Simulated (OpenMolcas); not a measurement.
**Si2H6O (disiloxane): CASPT2(6,6)/ANO-L-VDZP (RICD fitting, ipea shift 0.25 Eh, pt2 variant SS)**

Aim: the energy of Si2H6O (disiloxane). 

The calculation is run with OpenMolcas 26.06.

## 1. The system as given

Si2H6O: 9 atoms, total charge 0, spin state singlet. As SMILES, `[SiH3]O[SiH3]`. The coordinates come from a PBE0-D4/def2-TZVP relaxation.

Bond lengths: Si1–O2 1.634 Å, O2–Si3 1.634 Å, Si1–H4 1.487 Å, Si1–H5 1.483 Å, Si1–H6 1.487 Å, Si3–H7 1.483 Å, Si3–H8 1.486 Å, Si3–H9 1.487 Å. Some angles: Si1–O2–Si3 147.2°, O2–Si1–H4 110.2°, O2–Si1–H5 108.3°, O2–Si1–H6 110.2°, O2–Si3–H7 108.3°, O2–Si3–H8 110.2°, O2–Si3–H9 110.2°, H4–Si1–H5 109.6°, H4–Si1–H6 109.0°, H5–Si1–H6 109.6°.

## 2. A single-point energy at CASPT2(6,6)/ANO-L-VDZP (RICD fitting, ipea shift 0.25 Eh, pt2 variant SS)

File step3.input:

```
&GATEWAY
Coord
9
angstrom
Si      -0.710290       1.052660      -0.919520
O        0.425550       0.090990      -0.245380
Si       0.775570      -1.038810       0.881750
H       -1.787270       0.226580      -1.525660
H       -0.060640       1.872420      -1.970220
H       -1.306170       1.942760       0.111330
H        2.224270      -1.343130       0.800010
H       -0.009310      -2.275600       0.628780
H        0.448290      -0.527870       2.238910
Basis
ANO-L-VDZP
Group
NoSym
RICD
&SEWARD
&RASSCF
FileOrb
$CurrDir/step2.RasOrb
Spin
1
Nactel
6 0 0
Inactive
18
Ras2
6
OrbListing
Nothing
OrbAppear
Compact
&CASPT2
Imaginary
0.2
```

Launch:

```bash
$ export MOLCAS_MEM=1860
$ pymolcas step3.input > step3.log
```

What it wrote:

```text
--- Start Module: gateway ---
[...]
--- Stop Module: gateway /rc=_RC_ALL_IS_WELL_ ---
[...]
      Basis functions           80
[...]
--- Start Module: rasscf ---
[...]
      Number of active orbitals                  6
[...]
      Spin quantum number                      0.0
[...]
      Active orbitals                            6
[...]
      Number of CSFs                           175
[...]
      Number of root(s) required                 1
[...]
      Convergence after  4 iterations
[...]
      printout of CI-coefficients larger than  0.05 for root  1
      energy=    -656.377895
      conf/sym  111111     Coeff  Weight
             1  222000  -0.98743 0.97502
            11  220200   0.06904 0.00477
            33  2020ud  -0.05581 0.00311
            34  202002   0.06342 0.00402
            43  022020   0.06163 0.00380
      Natural orbitals and occupation numbers for root  1
      sym 1:   1.981520   1.981923   1.986170   0.013889   0.018463   0.018035
      ************************************************************************************************************************
      *                                                    Final results                                                     *
[...]
::    RASSCF root number  1 Total energy:   -656.37789509
[...]
      Total electronic charge=   42.000000
      Total            charge=   -0.000000
[...]
      Dipole Moment (debye):
      Origin of the operator (angstrom)=    0.1043    0.0223   -0.0602
                   X= -3.0864E-01               Y= -1.5844E-02               Z=  1.3083E-01           Total=  3.3559E-01
      Quadrupole Moment (debye*angstrom):
[...]
--- Stop Module: rasscf /rc=_RC_ALL_IS_WELL_ ---
[...]
--- Start Module: caspt2 ---
[...]
      E2 (Variational):          -0.3701230361
      Total energy:            -656.7480181288
[...]
      Reference weight:           0.88904
[...]
::    CASPT2 Root  1     Total energy:   -656.74801813
[...]
--- Stop Module: caspt2 /rc=_RC_ALL_IS_WELL_ ---
[...]
```

Wall time 6.6 s (1 thread of Arm Neoverse V1, shared host); peak memory 0.083 GiB.

## 3. What came out

At CASPT2(6,6)/ANO-L-VDZP (RICD fitting, ipea shift 0.25 Eh, pt2 variant SS), 5 core orbitals frozen:

| quantity | value |
| --- | --- |
| total energy | -656.74802 Eh |
| dipole moment (CASSCF density) | 0.34 D |

In words: Mulliken charges of the CASSCF density run from -0.85 on O2 to +0.52 on Si1; they depend strongly on the basis.
